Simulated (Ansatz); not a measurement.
**Pulling the pair apart**

The pair of CH₄ (SMILES C, atoms 1–5) and HCN (SMILES C#N, atoms 6–8), both closed shells, in one local arrangement (a lower one may exist), relaxed at PBE0-D4/def2-TZVP:

C1  (-0.012, 0.047, -1.875)
H2  (-0.916, -0.430, -2.254)
H3  (0.018, 1.083, -2.213)
H4  (0.862, -0.482, -2.256)
H5  (-0.012, 0.016, -0.786)
C6  (0.020, -0.078, 3.154)
N7  (0.002, -0.055, 2.009)
H8  (0.037, -0.100, 4.222)
(Å)

HCN is shifted rigidly along the line between the mean atom positions of the two fragments (negative: closer). Counterpoise interaction energies in kJ/mol. Ansatz 0.2.0; basis: def2-TZVPPD; cores frozen in the correlated methods. B3LYP uses VWN-RPA correlation.

```tsv
shift (Å)	B3LYP-D4	PBE0-D4	MP2
-0.39	0.2	-0.7	-0.2
-0.19	-1.3	-2.2	-1.8
0.00	-1.7	-2.5	-2.2
0.19	-1.6	-2.4	-2.2
0.47	-1.3	-1.9	-1.8
0.97	-0.6	-1.1	-1.1
1.94	-0.1	-0.3	-0.4
3.89	0.1	0.0	-0.1
```

At the largest shift the D4 term itself is slightly repulsive (B3LYP-D4 +1.4 meV, PBE0-D4 +0.6 meV): a quirk of that model, not of the functional.

(1) What does CCSD(T) give at these shifts? (An estimate is asked for; the value comes from the calculation.)

The T1 diagnostic stays at or below 0.012. The restricted Hartree–Fock reference is unstable towards an unrestricted one here.

Answers

(1) By the calculation: 0.1, -1.6, -2.1, -2.1, -1.8, -1.1, -0.4, -0.1 kJ/mol. For zero shift, CCSD(T) at an estimated basis limit (MP2 extrapolated from triple and quadruple zeta, plus CCSD(T) − MP2 in triple zeta) gives -2.3 kJ/mol. These are counterpoise interaction energies, counted from the two frozen fragments.

For scale, one of the runs: CCSD(T)/def2-TZVPPD, 196 basis functions, launched by `ansatz run in.yaml --threads 2 --pin off --events-out ev --progress --plain --max-ram 5222MiB`. Hardware: 2 CPU threads of an Arm Neoverse V1, shared host. Wall time 41 s; peak host memory 2.3 GiB.
